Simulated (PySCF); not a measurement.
The vertical singlet excitations below were computed for one of the candidates. Method used: TDDFT CAM-B3LYP/def2-SVPD, vertical, gas phase, core orbitals frozen in the response (PySCF 2.14.0, density-fitted response routines). Geometries: GFN2-xTB, one conformer each.

```tsv
state	E (eV)	f
S1	7.70	0.0063
S2	9.08	0.028
S3	9.28	0.0093
S4	9.57	0.020
S5	9.86	0.028
S6	10.43	0.034
S7	10.48	0.0090
S8	10.57	0.025
```

Triplets computed (Tamm–Dancoff): 7.31, 8.85, 8.90 eV.

Orbital energies (eV): HOMO-3 -13.72, HOMO-2 -13.66, HOMO-1 -11.95, HOMO -10.53, LUMO 0.94, LUMO+1 1.67, LUMO+2 2.26.

Problem. Which candidate is it?
A. `OCC(F)(F)F`
B. `COC(F)(F)F`
C. `C[Si]([SiH3])([SiH3])CF`

Solution. A. Its S1 lies at 7.70 eV; the nearest of the others has S1 at 6.33 eV. S1 is HOMO→LUMO (89%). Löwdin shares by element: HOMO oxygen 64%, carbon 20%, hydrogen 7% or more; LUMO oxygen 26%, carbon 19% or more, hydrogen 17% or more, fluorine 11% or more (atoms not listed hold the other 28%). At the same level the other candidates give, for their lowest levels:
- `C[Si]([SiH3])([SiH3])CF`: 6.33 eV (f 0.006); 6.68 eV (f 0.027); 6.72 eV (f 0.242); 7.08 eV (f 0.050); 7.35 eV (f 0.038); T1 5.71 eV; HOMO -9.30, LUMO 0.37 eV
- `COC(F)(F)F`: 9.23 eV (f 0.006); 9.69 eV (f 0.017); 10.43 eV (f 0.013); 10.69 eV (f 0.007); 10.77 eV (f 0.057); T1 9.03 eV; HOMO -11.28, LUMO 1.17 eV

Conformer computed: `[OH:1][CH2:2][C:3]([F:4])([F:5])[F:6]`: O1–C2–C3–F4 57°, H–O1–C2–C3 -59°.
